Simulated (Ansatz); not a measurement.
Geometry optimisation, UKS r2SCANh-D4/STO-3G (Ansatz).

Input file:

```yaml
crystal:
  periodic: [false, false, false]
  atoms:
    - { symbol: C, position_ang: [-1.0228, -1.0358, 0.5413] }
    - { symbol: C, position_ang: [-0.1046, -0.3675, -0.1469] }
    - { symbol: O, position_ang: [0.4316, -1.0063, -1.2548] }
    - { symbol: C, position_ang: [0.5073, 1.0164, 0.1922] }
    - { symbol: F, position_ang: [1.7745, 0.9312, 0.4093] }
    - { symbol: F, position_ang: [0.288, 1.8561, -0.8705] }
    - { symbol: H, position_ang: [-1.3761, -1.9762, 0.2261] }
    - { symbol: H, position_ang: [-1.5157, -0.5286, 1.3856] }
    - { symbol: H, position_ang: [1.1515, -0.3979, -1.5685] }
    - { symbol: H, position_ang: [-0.07573, -1.14287, 1.07017] }
magnetization:
  spin_polarized: true
basis:
  gaussian: { orbitals: STO-3G }
hamiltonian:
  xc: r2scanh
  dispersion: d4
relax:
  f_tol: 0.02
  max_steps: 50
```

Command:

```bash
$ ansatz run input.yaml --threads 1 --pin off --max-ram 2048MiB --backend cpu --events-out ev --progress --plain --runs-dir out
```

Question: Where does it end, and by what steps?

Answer: It converged. Limits of this set-up: minimal basis. After 22 steps the energy has fallen by 6.101 eV; F5 moved furthest, 1.69 Å. The start is strongly strained (largest force component 10 eV/Å).

| step | energy less start (eV) | largest force component (eV/Å) | accepted |
| --- | --- | --- | --- |
| 0 | 0.0000 | 9.800 | yes |
| 1 | -2.7711 | 3.260 | yes |
| 2 | -3.7678 | 1.032 | yes |
| 3 | -3.9587 | 0.575 | yes |
| 4 | -4.0234 | 0.541 | yes |
| 5 | -4.0634 | 0.369 | yes |
| 6 | -4.2000 | 1.009 | yes |
| 7 | -4.5249 | 1.635 | yes |
| 8 | -5.0603 | 2.806 | yes |
| 9 | -5.5664 | 1.986 | yes |
| 10 | -5.8508 | 1.781 | yes |
| 11 | -5.9885 | 1.608 | yes |
| 12 | -6.0486 | 0.735 | yes |
| 13 | -6.0455 | 0.621 | no |
| 14 | -6.0704 | 0.162 | yes |
| 15 | -6.0744 | 0.107 | yes |
| 16 | -6.0774 | 0.294 | yes |
| 17 | -6.0929 | 0.317 | yes |
| 18 | -6.0973 | 0.381 | yes |
| 19 | -6.0994 | 0.120 | yes |
| 20 | -6.1006 | 0.106 | yes |
| 21 | -6.1011 | 0.033 | yes |
| 22 | -6.1013 | 0.004 | yes |

```xyz
10
Properties=species:S:1:pos:R:3
C -0.685 -1.152 0.788
C 0.074 -0.351 -0.252
O 0.322 -0.997 -1.489
C 0.531 0.922 -0.095
F 0.411 1.731 0.995
F 1.208 1.504 -1.153
H -1.671 -1.456 0.407
H -0.828 -0.543 1.689
H 0.830 -0.245 -1.970
H -0.134 -2.064 1.063
```

The run took 2.4 min on 1 CPU thread of a shared host.
